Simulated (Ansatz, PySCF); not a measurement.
Pulling on the C2–H7 bond in ethylamine (SMILES CCN) (multiplicity 1 held, fragments rigid). Energies count from the point at 1.100 Å.
Geometry at that point (charge 0, multiplicity 1):
| atom | x (Å) | y (Å) | z (Å) |
|---|---|---|---|
| C | 1.1861 | 0.4430 | 0.0237 |
| C | 0.0450 | -0.5535 | -0.1092 |
| N | -1.2459 | 0.1305 | -0.0024 |
| H | 2.1525 | -0.0515 | -0.0904 |
| H | 1.1004 | 1.2249 | -0.7322 |
| H | 1.1724 | 0.9221 | 1.0066 |
| H | 0.1770 | -1.3559 | 0.6321 |
| H | 0.0874 | -1.0265 | -1.0938 |
| H | -2.0124 | -0.5243 | -0.1037 |
| H | -1.3426 | 0.5604 | 0.9113 |

R- and RO- levels are restricted; in cc, def2 and unpolarised 6-31G sets they are followed outwards from rest. Left out are points that failed, MP2 points that dive below the minimum, coupled-cluster points behind a jump of the amplitudes or a sharp parting from full CI or MRCI, small-basis points behind a change of solution, and semi-empirical points at long bonds.

Cores are frozen in the correlated methods. Rows in 3-21G, 6-31G* carry no dispersion term and start afresh at each structure (6-31G* with six Cartesian d functions).

Codes used: Ansatz (Gaussian orbitals); PySCF for 3-21G rows, 6-31G* rows. 

Energies in kJ/mol.

```tsv
R (Å)	R-HF/3-21G	R-PBE/cc-pVTZ	R-BP86/6-31G*	R-B3LYP/cc-pVTZ	R-MP2/cc-pVTZ
0.880	114	118	128	111	112
0.990	20	25	28	22	21
1.100	0	0	0	0	0
1.210	18	11	9	14	16
1.320	55	40	37	46	51
1.486	125	97	91	107	117
1.651	199	155	149	169	186
1.926	318	241	234	262	290
2.201	424	310	304	336	375
2.531	531	372	369	404	453
2.971	646	429	429	469	left out
3.521	752	473	left out	520	left out
```

Doubts at one or more of the structures used: a restricted determinant that unrestricted orbitals would lower (R-HF/3-21G, R-PBE/cc-pVTZ, R-BP86/6-31G*, R-B3LYP/cc-pVTZ, R-MP2/cc-pVTZ).

Ansatz is a quantum-chemistry and plane-wave program.
